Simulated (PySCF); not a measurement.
# [CHO2]− (formate(1-)) at 6 levels

Aim: a comparison of 6 runs (B3LYP/STO-3G, M06-2X/STO-3G, wB97X-V/STO-3G, MP2/STO-3G, BCCD(T)/STO-3G, FCI/STO-3G) of [CHO2]− (formate(1-)). The job is set up through a Python script.

The calculation is run with PySCF 2.14.0.

3 further runs of the same task are left out: 3 set aside as unsound or not needed.

## 1. Starting point

The species is [CHO2]− (4 atoms), meant as a singlet with charge -1. SMILES: `O=C[O-]`. The C2–O3 distance was set to 1.844 Å, away from the relaxed value.

Bond lengths: O1–C2 1.230 Å, C2–H4 1.190 Å. Angles: O1–C2–H4 114.2°. A long bond or contact: C2–O3 1.844 Å.

## 2. The energy at B3LYP/STO-3G (run 1)

File job.py:

```python
from pyscf import gto, dft

system = gto.M(
    atom=[
    ('O', (-1.575101, 0.480716, 0.454417)),
    ('C', (-0.415251, 0.426976, 0.049677)),
    ('O', (0.782030, -0.972240, -0.052910)),
    ('H', (0.010979, 1.463826, -0.348593)),
],
    charge=-1,
    verbose=3,
    basis='sto-3g',
    max_memory=1860,
)

mf = dft.RKS(system, xc='b3lyp')
mf.grids.level = 5
mf.conv_tol = 1e-10
mf.kernel()
if not mf.converged:
    mf = mf.newton().run(mf.mo_coeff, mf.mo_occ)

energy = mf.e_tot
print('E = %.10f Eh' % energy)
```

Started as:

```
$ OMP_NUM_THREADS=1 python job.py
```

Standard output:

```text
converged SCF energy = -186.276111898335
E = -186.2761118983 Eh
```

Run time: 4.2 s. Hardware: 1 thread of Arm Neoverse V1, shared host; peak memory 0.18 GiB.

## 3. The energy at M06-2X/STO-3G (run 2)

File calc.py:

```python
from pyscf import gto, dft

mol = gto.M(
    atom='''
O     -1.575101     0.480716     0.454417
C     -0.415251     0.426976     0.049677
O      0.782030    -0.972240    -0.052910
H      0.010979     1.463826    -0.348593
''',
    charge=-1,
    max_memory=1860,
    verbose=4,
    basis='sto-3g',
    spin=0,
)

calc0 = dft.RKS(mol, xc='m06-2x')
calc0.grids.level = 5
calc0.conv_tol = 1e-10
calc0.kernel()
if not calc0.converged:
    calc0 = calc0.newton().run(calc0.mo_coeff, calc0.mo_occ)

e_final = calc0.e_tot
print('E(%s) = %.9f' % ('M06-2X', e_final))
```

Started as:

```
$ OMP_NUM_THREADS=1 python calc.py
```

Standard output:

```text
PySCF version 2.14.0

[INPUT] num. atoms = 4
[INPUT] num. electrons = 24
[INPUT] charge = -1
[INPUT] spin (= nelec alpha-beta = 2S) = 0
[INPUT] symmetry False subgroup None
[INPUT] Mole.unit = angstrom
[INPUT] Symbol           X                Y                Z      unit          X                Y                Z       unit  Magmom
[INPUT]  1 O     -1.575101000000   0.480716000000   0.454417000000 AA   -2.976509508529   0.908421583696   0.858723676346 Bohr   0.0
[INPUT]  2 C     -0.415251000000   0.426976000000   0.049677000000 AA   -0.784710662952   0.806867701762   0.093875924690 Bohr   0.0
[INPUT]  3 O      0.782030000000  -0.972240000000  -0.052910000000 AA    1.477822521194  -1.837267327347  -0.099985409251 Bohr   0.0
[INPUT]  4 H      0.010979000000   1.463826000000  -0.348593000000 AA    0.020747303122   2.766230234018  -0.658745298941 Bohr   0.0

nuclear repulsion = 52.8582969720245
number of shells = 10
number of NR pGTOs = 48
number of NR cGTOs = 16
basis = sto-3g
ecp = {}

******** <class 'pyscf.dft.rks.RKS'> ********
method = RKS
initial guess = minao
damping factor = 0
level_shift factor = 0
DIIS = <class 'pyscf.scf.diis.CDIIS'>
diis_start_cycle = 1
diis_space = 8
diis_damp = 0
SCF conv_tol = 1e-10
SCF conv_tol_grad = None
SCF max_cycles = 50
direct_scf = True
direct_scf_tol = 1e-13
XC library pyscf.dft.libxc version 7.0.0
    S. Lehtola, C. Steigemann, M. J.T. Oliveira, and M. A.L. Marques.,  SoftwareX 7, 1–5 (2018)
XC functionals = m06-2x
    Y. Zhao and D. G. Truhlar.,  Theor. Chem. Acc. 120, 215 (2008)
    Y. Zhao and D. G. Truhlar.,  Theor. Chem. Acc. 120, 215 (2008)
radial grids:
    Treutler-Ahlrichs [JCP 102, 346 (1995); DOI:10.1063/1.469408] (M4) radial grids

becke partition: Becke, JCP 88, 2547 (1988); DOI:10.1063/1.454033
pruning grids: <function nwchem_prune>
grids dens level: 5
symmetrized grids: False
atomic radii adjust function: <function treutler_atomic_radii_adjust>
small_rho_cutoff = 0
Set gradient conv threshold to 1e-05
Initial guess from minao.
tot grids = 152480
init E= -186.246079195099
  HOMO = -0.290188125358334  LUMO = 0.0152642760143851  gap/eV = 8.31178
cycle= 1 E= -185.786113335489  delta_E= 0.46  |g|= 0.968  |ddm|= 2.66
  HOMO = 0.487022587508087  LUMO = 0.624638169778647  gap/eV = 3.74471
cycle= 2 E= -179.134300849785  delta_E= 6.65  |g|= 2.76  |ddm|= 6.65
  HOMO = 0.221041749825951  LUMO = 0.491886137227948  gap/eV = 7.37005
cycle= 3 E= -185.752042076851  delta_E= -6.62  |g|= 1.16  |ddm|=  6.6
  HOMO = 0.207675869943863  LUMO = 0.472552518704682  gap/eV = 7.20766
cycle= 4 E= -186.14999966594  delta_E= -0.398  |g|= 0.468  |ddm|= 0.984
  HOMO = 0.157916390865455  LUMO = 0.489824842556955  gap/eV = 9.03169
cycle= 5 E= -186.225915480533  delta_E= -0.0759  |g|= 0.266  |ddm|= 0.438
  HOMO = 0.22272204237542  LUMO = 0.467413413744348  gap/eV = 6.65839
cycle= 6 E= -186.258875700138  delta_E= -0.033  |g|= 0.035  |ddm|= 0.432
  HOMO = 0.222412387059943  LUMO = 0.475602800392666  gap/eV = 6.88966
cycle= 7 E= -186.259691727174  delta_E= -0.000816  |g|= 0.0111  |ddm|= 0.0931
  HOMO = 0.218809371578299  LUMO = 0.473808173753194  gap/eV = 6.93887
cycle= 8 E= -186.259794885206  delta_E= -0.000103  |g|= 0.00578  |ddm|= 0.0372
  HOMO = 0.218120837391943  LUMO = 0.47436432578613  gap/eV = 6.97274
cycle= 9 E= -186.259820565849  delta_E= -2.57e-05  |g|= 0.000916  |ddm|= 0.0203
  HOMO = 0.21800353788428  LUMO = 0.474377689203445  gap/eV = 6.97630
cycle= 10 E= -186.259821432336  delta_E= -8.66e-07  |g|= 0.000234  |ddm|= 0.00426
  HOMO = 0.217986970850117  LUMO = 0.474390233112449  gap/eV = 6.97709
cycle= 11 E= -186.259821470017  delta_E= -3.77e-08  |g|= 3.17e-05  |ddm|= 0.00076
  HOMO = 0.217982785738186  LUMO = 0.474393144890228  gap/eV = 6.97728
cycle= 12 E= -186.259821470781  delta_E= -7.64e-10  |g|= 8.13e-06  |ddm|= 9.44e-05
  HOMO = 0.21798143941447  LUMO = 0.474393889157285  gap/eV = 6.97734
cycle= 13 E= -186.259821470874  delta_E= -9.29e-11  |g|= 4e-06  |ddm|= 6.18e-05
  HOMO = 0.217983238134515  LUMO = 0.474393072063583  gap/eV = 6.97727
Extra cycle  E= -186.259821470876  delta_E= -2.05e-12  |g|= 4.84e-06  |ddm|= 1.53e-05
converged SCF energy = -186.259821470876
E(M06-2X) = -186.259821471
```

It took 4.2 s on 1 thread of Arm Neoverse V1, shared host; peak memory 0.19 GiB.

Runs 3 to 5 aren't shown in full; the table further down has their settings and results.

## 4. A single-point energy at FCI/STO-3G (run 6)

File start.xyz:

```xyz
4
CHO2
O     -1.575101     0.480716     0.454417
C     -0.415251     0.426976     0.049677
O      0.782030    -0.972240    -0.052910
H      0.010979     1.463826    -0.348593
```

File run.py:

```python
from pyscf import gto, scf, mcscf
from pyscf import fci

mol = gto.M(
    atom='start.xyz',
    spin=0,
    charge=-1,
    basis='sto-3g',
    verbose=4,
    max_memory=1860,
)

myscf = scf.RHF(mol)
myscf.conv_tol = 1e-10
myscf.kernel()
if not myscf.converged:
    myscf = myscf.newton().run(myscf.mo_coeff, myscf.mo_occ)

cas = mcscf.CASCI(myscf, myscf.mo_coeff.shape[-1] - 3, (mol.nelec[0] - 3, mol.nelec[1] - 3))  # full CI above the frozen core
cas.fcisolver = fci.direct_spin0.FCI(mol)  # even spin states alone
cas.kernel()
print('<S^2> = %.4f' % cas.fcisolver.spin_square(cas.ci, cas.ncas, cas.nelecas)[0])
e_final = cas.e_tot
print('E(%s) = %.9f' % ('FCI', e_final))
```

Started as:

```
$ OMP_NUM_THREADS=1 python run.py
```

Standard output:

```text
PySCF version 2.14.0

[INPUT] num. atoms = 4
[INPUT] num. electrons = 24
[INPUT] charge = -1
[INPUT] spin (= nelec alpha-beta = 2S) = 0
[INPUT] symmetry False subgroup None
[INPUT] Mole.unit = angstrom
[INPUT] Symbol           X                Y                Z      unit          X                Y                Z       unit  Magmom
[INPUT]  1 O     -1.575101000000   0.480716000000   0.454417000000 AA   -2.976509508529   0.908421583696   0.858723676346 Bohr   0.0
[INPUT]  2 C     -0.415251000000   0.426976000000   0.049677000000 AA   -0.784710662952   0.806867701762   0.093875924690 Bohr   0.0
[INPUT]  3 O      0.782030000000  -0.972240000000  -0.052910000000 AA    1.477822521194  -1.837267327347  -0.099985409251 Bohr   0.0
[INPUT]  4 H      0.010979000000   1.463826000000  -0.348593000000 AA    0.020747303122   2.766230234018  -0.658745298941 Bohr   0.0

nuclear repulsion = 52.8582969720245
number of shells = 10
number of NR pGTOs = 48
number of NR cGTOs = 16
basis = sto-3g
ecp = {}

[... 47 lines left out ...]
converged SCF energy = -185.324088038121
[... 1 line left out ...]
******** <class 'pyscf.mcscf.casci.CASCI'> ********
CAS (9e+9e, 13o), ncore = 3, nvir = 0
natorb = False
canonicalization = True
sorting_mo_energy = False
******** <class 'pyscf.fci.direct_spin0.FCISolver'> ********
max. cycles = 100
conv_tol = 1e-10
davidson only = False
linear dependence = 1e-14
level shift = 0.001
max iter space = 12
nroots = 1
pspace_size = 400
spin = None
Density matrix diagonal elements [1.99304131 1.99527726 1.97985807 1.97687122 1.97073201 1.92648737
 1.98614058 1.77154801 1.83891414 0.30024405 0.18905174 0.04569473
 0.02613952]
CASCI converged
CASCI E = -185.513652468650  E(CI) = -65.1845568168664  S^2 = 0.0000000
<S^2> = 0.0000
E(FCI) = -185.513652469
```

Wall time 14 s (1 thread of Arm Neoverse V1, shared host); peak memory 0.23 GiB.

## 5. The series

```
run           level  nlc grid  integration grid  energy (Eh)  HOMO energy (eV)  LUMO energy (eV)  HOMO–LUMO gap (eV)  wall time
  1    B3LYP/STO-3G         –                 5  -186.276112              7.89             11.53                3.65      4.2 s
  2   M06-2X/STO-3G         –                 5  -186.259821              5.93             12.91                6.98      4.2 s
  3  wB97X-V/STO-3G         1                 5  -186.225026              5.25             14.27                9.01       18 s
  4      MP2/STO-3G         –                 –  -185.458982              1.88             16.92               15.03     0.95 s
  5  BCCD(T)/STO-3G         –                 –  -185.508514                 –                 –                   –      1.6 s
  6      FCI/STO-3G         –                 –  -185.513652              1.88             16.92               15.03       14 s
```

## 6. Outcome

```
                                                    quantity          value
                                         run 6: total energy  -185.51365 Eh
                  run 6: HOMO energy (Hartree–Fock orbitals)        1.88 eV
                  run 6: LUMO energy (Hartree–Fock orbitals)       16.92 eV
run 6: HOMO–LUMO gap (to an unbound level, set by the basis)       15.03 eV
          run 6: correlation energy (3 core orbitals frozen)     -189.6 mEh
```

**Reading.** Against full CI in this basis: MP2 +54.7 mEh; BCCD(T) +5.1 mEh. Over runs 1, 2, 3 the HOMO–LUMO gap runs from 3.65 eV (B3LYP/STO-3G) to 9.01 eV (wB97X-V/STO-3G). The empty levels of an anion lie above zero and hang on the basis. Totals of different functionals can't be ranked against each other. In runs 1, 2, 3, 4, 6 the HOMO lies above zero, so the outermost electron may be held by the basis alone. In runs 1, 2, 3, 4, 5, 6 the basis is minimal, so the values are rough. All runs together took 43 s, the longest 18 s.
